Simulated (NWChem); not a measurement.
All runs are NWChem calculations. System: HN₂ (+1), charge 1, spin multiplicity 1, at a geometry optimised with PBE0/def2-SVP. The structure started from a generated list of species. Level: TD-PBE/aug-cc-pVDZ.

The NWChem input:

```
start mol
memory heap 200 mb stack 900 mb global 1100 mb
charge 1
geometry units angstroms nocenter noautoz
  N      0.000000     0.000000     0.652465
  N      0.000000     0.000000    -0.440360
  H      0.000000     0.000000    -1.484737
  symmetry group C2v
end
basis spherical
  * library aug-cc-pvdz
end
dft
  xc xpbe96 cpbe96
  semidirect memsize 60000000 filesize 0
  iterations 100
end
tddft
  rpa
  nroots 8
  notriplet
  thresh 1e-4
end
task tddft energy
```

Part of the output:

```
             Northwest Computational Chemistry Package (NWChem) 7.3.0
             --------------------------------------------------------

                                NWChem Input Module
                                -------------------

 Scaling coordinates for geometry "geometry" by  1.889725989
 (inverse scale =  0.529177249)

 Turning off AUTOSYM since
 SYMMETRY directive was detected!

                             Geometry "geometry" -> ""
                             -------------------------

 Output coordinates in angstroms (scale by  1.889725989 to convert to a.u.)

  No.       Tag          Charge          X              Y              Z
 ---- ---------------- ---------- -------------- -------------- --------------
    1 N                    7.0000     0.00000000     0.00000000     0.65246500
    2 N                    7.0000     0.00000000     0.00000000    -0.44036000
    3 H                    1.0000     0.00000000     0.00000000    -1.48473700

 Effective nuclear repulsion energy (a.u.)      29.0072694686

            Nuclear Dipole moment (a.u.)
            ----------------------------
        X                 Y               Z
 ---------------- ---------------- ----------------
     0.0000000000     0.0000000000    -0.0000037795

      Symmetry information
      --------------------

 Group name             C2v
 Group number             16
 Group order               4
 No. of unique centers     3

      Symmetry unique atoms

     1    2    3


 Summary of "ao basis" -> "" (spherical)
 ------------------------------------------------------------------------------
       Tag                 Description            Shells   Functions and Types
 ---------------- ------------------------------  ------  ---------------------
 *                        aug-cc-pvdz                 on all atoms

  pbe96 is a nonlocal functional; adding pw91lda local functional.

                                 NWChem DFT Module
                                 -----------------

 Summary of "ao basis" -> "ao basis" (spherical)
 ------------------------------------------------------------------------------
       Tag                 Description            Shells   Functions and Types
 ---------------- ------------------------------  ------  ---------------------
 N                        aug-cc-pvdz                9       23   4s3p2d
 H                        aug-cc-pvdz                5        9   3s2p

 Summary of "ao basis" -> "ao basis" (spherical)
 ------------------------------------------------------------------------------
       Tag                 Description            Shells   Functions and Types
 ---------------- ------------------------------  ------  ---------------------
 N                        aug-cc-pvdz                9       23   4s3p2d
 H                        aug-cc-pvdz                5        9   3s2p

      Symmetry analysis of basis
      --------------------------

        a1         27
        a2          4
        b1         12
        b2         12

            General Information
            -------------------
          SCF calculation type: DFT
          Wavefunction type:  closed shell.
          No. of atoms     :     3
          No. of electrons :    14
           Alpha electrons :     7
            Beta electrons :     7
          Charge           :     1
          Spin multiplicity:     1
          Use of symmetry is: off; symmetry adaption is: on
          Maximum number of iterations: 100
          AO basis - number of functions:    55
                     number of shells:    23
          Convergence on energy requested:  1.00D-06
          Convergence on density requested:  1.00D-05
          Convergence on gradient requested:  5.00D-04

              XC Information
              --------------
          PerdewBurkeErnzerhof Exchange Functional  1.000
            Perdew 1991 LDA Correlation Functional  1.000 local
           PerdewBurkeErnz. Correlation Functional  1.000 non-local

             Grid Information
             ----------------
          Grid used for XC integration:  medium
          Radial quadrature: Mura-Knowles
          Angular quadrature: Lebedev.
          Tag              B.-S. Rad. Rad. Pts. Rad. Cut. Ang. Pts.
          ---              ---------- --------- --------- ---------
          N                   0.65       49          12.0       434
          H                   0.35       45          11.0       434
          Grid pruning is: on
          Number of quadrature shells:   143
          Spatial weights used:  Erf1

          Convergence Information
          -----------------------
          Convergence aids based upon iterative change in
          total energy or number of iterations.
          Levelshifting, if invoked, occurs when the
          HOMO/LUMO gap drops below (HL_TOL):  1.00D-02
          DIIS, if invoked, will attempt to extrapolate
          using up to (NFOCK): 10 stored Fock matrices.

                    Damping( 0%)  Levelshifting(0.5)       DIIS
                  --------------- ------------------- ---------------
          dE  on:    start            ASAP                start
          dE off:    2 iters        100 iters           100 iters

      Screening Tolerance Information
      -------------------------------
          Density screening/tol_rho:  1.00D-10
          AO Gaussian exp screening on grid/accAOfunc:  14
          CD Gaussian exp screening on grid/accCDfunc:  20
          XC Gaussian exp screening on grid/accXCfunc:  20
          Schwarz screening/accCoul:  1.00D-08

      Superposition of Atomic Density Guess
[...]
    5    1    6    9 a2       -0.785    -0.426     9.760
    6    1    5    9 a1       -0.785    -0.426     9.760
    7    1    7   10 a1       -0.745    -0.292    12.320
    8    1    6   10 b1       -0.785    -0.292    13.405
--------------------------------------------------------

  Entering Davidson iterations
  Restricted singlet excited states

  Iter   NTrls   NConv    DeltaV     DeltaE      Time
  ----  ------  ------  ---------  ---------  ---------
    1      8       1     0.68E+00   0.10+100        0.5
    2     15       1     0.35E+00   0.70E-01        0.5
    3     29       1     0.14E+00   0.61E-01        0.8
    4     43       1     0.72E-01   0.19E-01        0.7
    5     57       3     0.96E-01   0.55E-01        0.7
    6     67       3     0.78E-02   0.35E-02        0.6
    7     77       5     0.32E-02   0.16E-04        0.5
    8     83       7     0.14E-02   0.18E-05        0.4
    9     85       7     0.49E-03   0.23E-06        0.3
   10     87       7     0.20E-03   0.30E-07        0.3
   11     89       8     0.82E-04   0.54E-08        0.3
  ----  ------  ------  ---------  ---------  ---------
  Convergence criterion met

  Ground state a1       -109.618041448788 a.u.

  ----------------------------------------------------------------------------
  Root   1 singlet a2             0.358671892 a.u.                9.7600 eV
  ----------------------------------------------------------------------------
     Transition Moments    X  0.00000   Y  0.00000   Z -0.00000
     Transition Moments   XX -0.00000  XY -0.00000  XZ  0.00000
     Transition Moments   YY  0.00000  YZ  0.00000  ZZ  0.00000
     Dipole Oscillator Strength                    0.0000000000
     Electric Quadrupole                           0.0000000000
     Magnetic Dipole                               0.0000000000
     Total Oscillator Strength                     0.0000000000

          sigma_e =   1.0974 Angstrom
          sigma_h =   0.9092 Angstrom
         |d_h->e| =   0.0977 Angstrom
            d_exc =   1.4284 Angstrom
            d_CD1 =   0.2859 Angstrom
            d_CD2 =  -0.9055 Angstrom
            d_CD3 =   1.5261 Angstrom
     Pearson C.C. =  -0.0000

     Occ.    5  b2  ---  Virt.    8  b1  -0.70711 X
     Occ.    6  b1  ---  Virt.    9  b2   0.70711 X
  ----------------------------------------------------------------------------
  Root   2 singlet b2             0.367883072 a.u.               10.0106 eV
  ----------------------------------------------------------------------------
     Transition Moments    X -0.00080   Y -0.34989   Z  0.00000
     Transition Moments   XX -0.00000  XY  0.00000  XZ -0.00242
     Transition Moments   YY -0.00000  YZ -1.06174  ZZ -0.00000
     Dipole Oscillator Strength                    0.0300255691
     Electric Quadrupole                           0.0000002989
     Magnetic Dipole                               0.0000070399
     Total Oscillator Strength                     0.0300329080

          sigma_e =   1.1347 Angstrom
          sigma_h =   0.9327 Angstrom
         |d_h->e| =   0.6692 Angstrom
            d_exc =   1.6240 Angstrom
            d_CD1 =   0.8713 Angstrom
            d_CD2 =  -0.3645 Angstrom
            d_CD3 =   2.2933 Angstrom
     Pearson C.C. =  -0.0152

     Occ.    4  a1  ---  Virt.    9  b2   0.08008 X
     Occ.    7  a1  ---  Virt.    9  b2   0.99642 X
     Occ.    7  a1  ---  Virt.    9  b2  -0.07122 Y
  ----------------------------------------------------------------------------
  Root   3 singlet b1             0.367883073 a.u.               10.0106 eV
  ----------------------------------------------------------------------------
     Transition Moments    X -0.34990   Y  0.00080   Z -0.00000
     Transition Moments   XX  0.00000  XY -0.00000  XZ -1.06172
     Transition Moments   YY  0.00000  YZ  0.00242  ZZ  0.00000
     Dipole Oscillator Strength                    0.0300262006
     Electric Quadrupole                           0.0000002989
     Magnetic Dipole                               0.0000070400
     Total Oscillator Strength                     0.0300335395

          sigma_e =   1.1347 Angstrom
          sigma_h =   0.9327 Angstrom
         |d_h->e| =   0.6692 Angstrom
            d_exc =   1.6240 Angstrom
            d_CD1 =   0.8713 Angstrom
            d_CD2 =  -0.3645 Angstrom
            d_CD3 =   2.2933 Angstrom
     Pearson C.C. =  -0.0152

     Occ.    4  a1  ---  Virt.    8  b1   0.08008 X
     Occ.    7  a1  ---  Virt.    8  b1   0.99642 X
     Occ.    7  a1  ---  Virt.    8  b1  -0.07122 Y
  ----------------------------------------------------------------------------
  Root   4 singlet a1             0.374716060 a.u.               10.1965 eV
  ----------------------------------------------------------------------------
     Transition Moments    X  0.00000   Y  0.00000   Z  0.00000
     Transition Moments   XX -0.03372  XY -0.00000  XZ -0.00000
     Transition Moments   YY  0.03372  YZ -0.00000  ZZ  0.00000
     Dipole Oscillator Strength                    0.0000000000
     Electric Quadrupole                           0.0000000003
     Magnetic Dipole                               0.0000000000
     Total Oscillator Strength                     0.0000000003

          sigma_e =   1.1183 Angstrom
          sigma_h =   0.9093 Angstrom
         |d_h->e| =   0.0891 Angstrom
            d_exc =   1.4468 Angstrom
            d_CD1 =   0.2981 Angstrom
            d_CD2 =  -0.9247 Angstrom
            d_CD3 =   1.5359 Angstrom
     Pearson C.C. =  -0.0039

     Occ.    5  b2  ---  Virt.    9  b2   0.70716 X
     Occ.    6  b1  ---  Virt.    8  b1  -0.70716 X
  ----------------------------------------------------------------------------
  Root   5 singlet a2             0.374716066 a.u.               10.1965 eV
  ----------------------------------------------------------------------------
     Transition Moments    X  0.00000   Y -0.00000   Z  0.00000
     Transition Moments   XX -0.00000  XY  0.03372  XZ -0.00000
     Transition Moments   YY  0.00000  YZ  0.00000  ZZ  0.00000
     Dipole Oscillator Strength                    0.0000000000
     Electric Quadrupole                           0.0000000003
     Magnetic Dipole                               0.0000000000
     Total Oscillator Strength                     0.0000000003

          sigma_e =   1.1183 Angstrom
          sigma_h =   0.9093 Angstrom
         |d_h->e| =   0.0891 Angstrom
            d_exc =   1.4468 Angstrom
            d_CD1 =   0.2981 Angstrom
            d_CD2 =  -0.9247 Angstrom
            d_CD3 =   1.5359 Angstrom
     Pearson C.C. =  -0.0039

     Occ.    5  b2  ---  Virt.    8  b1   0.70716 X
     Occ.    6  b1  ---  Virt.    9  b2   0.70716 X
  ----------------------------------------------------------------------------
  Root   6 singlet a1             0.456298435 a.u.               12.4165 eV
  ----------------------------------------------------------------------------
     Transition Moments    X -0.00000   Y  0.00000   Z  0.24703
     Transition Moments   XX  0.07799  XY -0.00000  XZ  0.00000
     Transition Moments   YY  0.07799  YZ -0.00000  ZZ -0.60167
     Dipole Oscillator Strength                    0.0185641057
     Electric Quadrupole                           0.0000000779
     Magnetic Dipole                               0.0000000000
     Total Oscillator Strength                     0.0185641836

          sigma_e =   1.3403 Angstrom
          sigma_h =   0.8357 Angstrom
         |d_h->e| =   2.3191 Angstrom
            d_exc =   2.8275 Angstrom
            d_CD1 =   2.8237 Angstrom
            d_CD2 =   1.2310 Angstrom
            d_CD3 =   5.1465 Angstrom
     Pearson C.C. =  -0.0543

     Occ.    4  a1  ---  Virt.   10  a1   0.05230 X
     Occ.    5  b2  ---  Virt.    9  b2   0.16163 X
     Occ.    6  b1  ---  Virt.    8  b1   0.16163 X
     Occ.    7  a1  ---  Virt.   10  a1  -0.97115 X
  ----------------------------------------------------------------------------
  Root   7 singlet b2             0.502037251 a.u.               13.6611 eV
  ----------------------------------------------------------------------------
     Transition Moments    X -0.00099   Y  0.04071   Z -0.00000
     Transition Moments   XX  0.00000  XY -0.00000  XZ -0.00472
     Transition Moments   YY  0.00000  YZ  0.19351  ZZ -0.00000
     Dipole Oscillator Strength                    0.0005549706
     Electric Quadrupole                           0.0000000252
     Magnetic Dipole                               0.0000000157
     Total Oscillator Strength                     0.0005550116

          sigma_e =   1.3129 Angstrom
          sigma_h =   0.9149 Angstrom
         |d_h->e| =   1.5867 Angstrom
            d_exc =   2.2649 Angstrom
            d_CD1 =   1.9847 Angstrom
            d_CD2 =   0.4729 Angstrom
            d_CD3 =   3.8516 Angstrom
     Pearson C.C. =  -0.0214

     Occ.    4  a1  ---  Virt.    9  b2  -0.11847 X
     Occ.    5  b2  ---  Virt.   10  a1  -0.99102 X
  ----------------------------------------------------------------------------
  Root   8 singlet b1             0.502037251 a.u.               13.6611 eV
  ----------------------------------------------------------------------------
     Transition Moments    X -0.04071   Y -0.00099   Z -0.00000
     Transition Moments   XX  0.00000  XY -0.00000  XZ -0.19351
     Transition Moments   YY  0.00000  YZ -0.00472  ZZ -0.00000
     Dipole Oscillator Strength                    0.0005549202
     Electric Quadrupole                           0.0000000252
     Magnetic Dipole                               0.0000000157
     Total Oscillator Strength                     0.0005549611

          sigma_e =   1.3129 Angstrom
          sigma_h =   0.9149 Angstrom
         |d_h->e| =   1.5867 Angstrom
            d_exc =   2.2649 Angstrom
            d_CD1 =   1.9847 Angstrom
            d_CD2 =   0.4729 Angstrom
            d_CD3 =   3.8516 Angstrom
     Pearson C.C. =  -0.0214

     Occ.    4  a1  ---  Virt.    8  b1   0.11847 X
     Occ.    6  b1  ---  Virt.   10  a1   0.99102 X

              Target root =      1
          Target symmetry = none
      Ground state energy =   -109.618041448788
        Excitation energy =      0.358671892206
     Excited state energy =   -109.259369556582

  stored tddft:energy   -109.25936955658204

 Task  times  cpu:        6.4s     wall:        6.4s

 Total times  cpu:        6.4s     wall:        6.4s
```
